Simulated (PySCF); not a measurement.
PySCF input (BP86/6-31G* (5d)):

```python
from pyscf import gto, dft

mol = gto.M(
    atom='''
    N    -0.00000000   -0.00000000   -0.43758825
    N     0.00000000    0.00000000    0.64838676
    H    -0.00000000   -0.00000000   -1.47558960
    ''',
    basis='6-31g*',
    charge=1,
    spin=0,
    verbose=4,
)

mf = dft.RKS(mol, xc='bp86')
mf.grids.level = 3
mf.conv_tol = 1e-9
mf.max_cycle = 100
mf.max_memory = 1500
mf.kernel()
if not mf.converged:
    mf = mf.newton()
    mf.kernel(mf.make_rdm1())
mf.dip_moment()
```

From the last part of the output:

```
[INPUT] Mole.unit = angstrom
[INPUT] Symbol           X                Y                Z      unit          X                Y                Z       unit  Magmom
[INPUT]  1 N      0.000000000000   0.000000000000  -0.437588250000 AA    0.000000000000   0.000000000000  -0.826921947828 Bohr   0.0
[INPUT]  2 N      0.000000000000   0.000000000000   0.648386760000 AA    0.000000000000   0.000000000000   1.225273399194 Bohr   0.0
[INPUT]  3 H      0.000000000000   0.000000000000  -1.475589600000 AA    0.000000000000   0.000000000000  -2.788460216257 Bohr   0.0

nuclear repulsion = 29.1895091659666
number of shells = 14
number of NR pGTOs = 58
number of NR cGTOs = 30
basis = 6-31g*
ecp = {}

******** <class 'pyscf.dft.rks.RKS'> ********
method = RKS
initial guess = minao
damping factor = 0
level_shift factor = 0
DIIS = <class 'pyscf.scf.diis.CDIIS'>
diis_start_cycle = 1
diis_space = 8
diis_damp = 0
SCF conv_tol = 1e-09
SCF conv_tol_grad = None
SCF max_cycles = 100
direct_scf = True
direct_scf_tol = 1e-13
XC library pyscf.dft.libxc version 7.1.2
    S. Lehtola, C. Steigemann, M. J. T. Oliveira, and M. A. L. Marques,  SoftwareX 7, 1–5 (2018)
XC functionals = bp86
    A. D. Becke,  Phys. Rev. A 38, 3098 (1988)
    J. P. Perdew,  Phys. Rev. B 33, 8822 (1986)
    J. P. Perdew,  Phys. Rev. B 34, 7406–7406 (1986)
radial grids:
    Treutler-Ahlrichs [JCP 102, 346 (1995); DOI:10.1063/1.469408] (M4) radial grids

becke partition: Becke, JCP 88, 2547 (1988); DOI:10.1063/1.454033
pruning grids: <function nwchem_prune>
grids dens level: 3
symmetrized grids: False
atomic radii adjust function: <function treutler_atomic_radii_adjust>
small_rho_cutoff = 0
Set gradient conv threshold to 3.16228e-05
Initial guess from minao.
tot grids = 37616
init E= -110.376564155561
  HOMO = -0.431566671653776  LUMO = -0.0727612069069297  gap/eV = 9.76359
cycle= 1 E= -109.692042213034  delta_E= 0.685  |g|= 0.302  |ddm|= 1.89
  HOMO = -0.754213344968428  LUMO = -0.466208817988228  gap/eV = 7.83700
cycle= 2 E= -109.627207628844  delta_E= 0.0648  |g|= 0.672  |ddm|= 0.769
  HOMO = -0.779835450145081  LUMO = -0.452253983941184  gap/eV = 8.91395
cycle= 3 E= -109.711163905323  delta_E= -0.084  |g|= 0.186  |ddm|= 0.43
  HOMO = -0.744667864442734  LUMO = -0.422937808614832  gap/eV = 8.75472
cycle= 4 E= -109.717781789349  delta_E= -0.00662  |g|= 0.0307  |ddm|= 0.133
  HOMO = -0.749790107195943  LUMO = -0.42574470513653  gap/eV = 8.81772
cycle= 5 E= -109.718015308388  delta_E= -0.000234  |g|= 0.00351  |ddm|= 0.0266
  HOMO = -0.749213595415845  LUMO = -0.425274345122773  gap/eV = 8.81484
cycle= 6 E= -109.718018218692  delta_E= -2.91e-06  |g|= 0.000335  |ddm|= 0.00241
  HOMO = -0.749153441666491  LUMO = -0.425251698033569  gap/eV = 8.81382
cycle= 7 E= -109.718018242479  delta_E= -2.38e-08  |g|= 1.61e-05  |ddm|= 0.000248
  HOMO = -0.749154192514959  LUMO = -0.425252097661599  gap/eV = 8.81382
cycle= 8 E= -109.718018242528  delta_E= -4.96e-11  |g|= 2.35e-06  |ddm|= 1.11e-05
  HOMO = -0.749154766683528  LUMO = -0.42525216132446  gap/eV = 8.81384
Extra cycle  E= -109.718018242516  delta_E= 1.22e-11  |g|= 8.21e-06  |ddm|= 5.49e-06
converged SCF energy = -109.718018242516

WARN: System has nonzero charge 1; the dipole moment is origin-dependent.
Location of origin: [0. 0. 0.]

Dipole moment(X, Y, Z, Debye):  0.00000,  0.00000, -3.10282
```

The dipole moment of an ion depends on the origin.
